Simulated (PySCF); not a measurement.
[AlH$_{2}$···H···H], doublet: transfer scan

All five atoms lie in one plane.

Starting geometry:

| atom | x (Å) | y (Å) | z (Å) |
| --- | --- | --- | --- |
| Al | -0.0857 | 0.0000 | 0.0000 |
| H | -0.8787 | 1.3734 | 0.0000 |
| H | -0.8787 | -1.3734 | 0.0000 |
| H | 1.5001 | 0.0000 | 0.0000 |
| H | 2.5523 | 0.0000 | 0.0000 |

From there atom H4 is moved from one fragment to the other while all else, the fragments' distance too, stays fixed; atoms are numbered as listed. Energies are in kJ/mol, counted from the starting geometry at the same level. Kohn–Sham curves keep the symmetry of the cluster determinant, unrestricted for open shells and where UHF breaks spin symmetry.

Basis 6-31G; PySCF 2.14.0. Only valence electrons are correlated (noble-gas cores frozen).

In so small a basis the reference is far from its limit while semilocal and hybrid functionals are nearer theirs (RPA and double hybrids share much of the reference's basis error), so the functionals' errors here hold much of the reference's basis and frozen-core error, which can add to them or hide them.

Full CI is exact within this basis and frozen core; it isn't the basis-set limit.

```csv
distance Al1-H4 (Å),full CI,PBE,r2SCAN,B97M-V,PBE0,B3LYP,wB97M-V,HSE06,B2PLYP
1.475,23.2,30.2,26.9,28.3,27.5,27.1,26.1,27.5,24.1
1.586,0.0,0.0,0.0,0.0,0.0,0.0,0.0,0.0,0.0
1.630,-7.8,-9.7,-8.6,-8.9,-8.9,-8.8,-8.7,-8.9,-7.9
1.674,-15.8,-18.6,-16.6,-16.9,-17.2,-17.1,-17.1,-17.3,-15.6
1.717,-23.8,-26.7,-24.0,-23.9,-25.0,-24.9,-25.2,-25.1,-23.2
1.761,-32.1,-33.9,-30.9,-30.0,-32.3,-32.3,-33.0,-32.4,-30.7
1.805,-39.9,-39.7,-36.5,-34.7,-38.4,-38.6,-39.8,-38.6,-37.5
1.849,-46.0,-42.9,-40.0,-37.4,-42.4,-42.7,-44.5,-42.6,-42.6
1.893,-48.9,-42.5,-40.0,-36.9,-42.9,-43.4,-45.8,-43.0,-44.4
```
